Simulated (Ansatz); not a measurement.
**GaC, quartet along the distance C1-Ga2**

Starting geometry (PBE0/def2-TZVP stationary point for this spin):

```yaml
atoms:
  - { symbol: C, position_ang: [0.0000, 0.0000, 0.0000] }
  - { symbol: Ga, position_ang: [0.0000, 0.0000, 2.0016] }
```

From there Ga2 moves along the line of the two atoms named below, all else staying in place; atoms are numbered as listed. Energies are in kJ/mol, counted from the starting geometry at the same level. Kohn–Sham curves are unrestricted where that lies lower.

Basis aug-cc-pVDZ; Ansatz 0.2.0. Only valence electrons are correlated (noble-gas cores and the filled d shells of p-block atoms frozen). No spin–orbit coupling is included, and no scalar relativity.

Full CI is exact within this basis and frozen core; it isn't the basis-set limit.

```
distance C1-Ga2 (Å)  RPA-PBE
              1.834     35.3
              2.002      0.0
              2.248      5.8
              2.751     74.5
              3.660    170.8
              5.405    211.8
```

**Question.** Estimate the full CI curve in aug-cc-pVDZ from this one, knowing how RPA-PBE differs from it in such a basis.

**Answer.** The computed full CI values, in kJ/mol from the starting point, and the difference of RPA-PBE against them:
```json
{"distance C1-Ga2 (Å)": "1.834", "full CI": "32.0", "RPA-PBE less full CI": "3.3"}
{"distance C1-Ga2 (Å)": "2.002", "full CI": "0.0", "RPA-PBE less full CI": "0.0"}
{"distance C1-Ga2 (Å)": "2.248", "full CI": "11.8", "RPA-PBE less full CI": "-6.0"}
{"distance C1-Ga2 (Å)": "2.751", "full CI": "96.6", "RPA-PBE less full CI": "-22.1"}
{"distance C1-Ga2 (Å)": "3.660", "full CI": "221.4", "RPA-PBE less full CI": "-50.6"}
{"distance C1-Ga2 (Å)": "5.405", "full CI": "273.0", "RPA-PBE less full CI": "-61.2"}
```

The difference spans 64.5 kJ/mol and is largest, -61.2 kJ/mol, at 5.405 Å.

In so small a basis both RPA and the reference are far from their limits and near them at different rates, so the difference would change in a larger set.
